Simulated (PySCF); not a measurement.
**Static response to an electric field**

Compound: C5H9F.
SMILES with atom numbers: `[CH3:1]/[CH:2]=[CH:3]/[C@@H:4]([CH3:5])[F:6]` (hydrogens: H7, H8, H9 on C1; H10 on C2; H11 on C3; H12 on C4; H13, H14, H15 on C5)

Cartesian coordinates in Å at the GFN2-xTB level; atoms count from 1:
```xyz
15
C5H9F angstrom
C      2.5122    0.2643   -0.3468
C      1.1835   -0.3748   -0.1309
C      0.1401    0.2289    0.4119
C     -1.2014   -0.4064    0.6288
C     -2.2728    0.2093   -0.2671
F     -1.1431   -1.7657    0.3729
H      2.5017    1.3063   -0.0360
H      2.7888    0.2098   -1.3992
H      3.2769   -0.2655    0.2206
H      1.1014   -1.4080   -0.4405
H      0.1927    1.2600    0.7341
H     -1.4930   -0.3202    1.6865
H     -2.3659    1.2703   -0.0543
H     -3.2298   -0.2764   -0.0917
H     -1.9956    0.0761   -1.3103
```

Level: CAM-B3LYP/def2-SVPD (PySCF), static field, nuclei fixed, core orbitals frozen in the response. The polarisability tensor in these axes (au):

```
x   80.27 -2.27 -5.85
y   -2.27 56.99  1.67
z   -5.85  1.67 53.89
```

Task: Diagonalise the tensor; give its mean and Δα, where Δα² is half the sum of the squared differences of the eigenvalues.

Result: Principal values 52.34, 57.03 and 81.77 au; mean 63.72 au = 9.44 Å³ = 10.51 × 10⁻⁴⁰ C²·m²/J; Δα = 27.38 au (43 % of the mean).

Task: What is the dipole moment, and where does it point?

Result: (0.18, 1.78, 0.08) D, 1.80 D in size, pointing from the negative to the positive side. Measured along this direction, the outermost atoms are F6 at the negative end and H7 at the positive end.

Task: Find the Langevin capture rate constant for O2+ (31.990 u) meeting this molecule (88.069 u), k = 2.342 × 10⁻⁹ cm³/s × √(α in Å³ / reduced mass in u).

Result: The reduced mass is 23.47 u, so k = 1.49 × 10⁻⁹ cm³/s. The formula leaves out the permanent dipole, which adds to the capture rate.

Task: What are the principal values of the traceless quadrupole moment, Θ = ½Σq(3rr − r²1), about the centre of nuclear charge?

Result: -4.89, -0.77, 5.66 D·Å. The values depend on the origin, since the dipole doesn't vanish. The electronic extent ⟨r²⟩ about the same centre is 767 bohr², a root-mean-square distance of 2.12 Å for the 48 electrons.

Task: Give the principal axes and the span of the nuclei along them.

Result: Largest value along (0.97, -0.10, -0.21), where the nuclei span 6.26 Å; middle along (0.15, 0.96, 0.23), 3.41 Å; least along (0.18, -0.25, 0.95), 3.04 Å. The response follows the extents in order.

Geometry: GFN2-xTB, one conformer, isolated molecule.
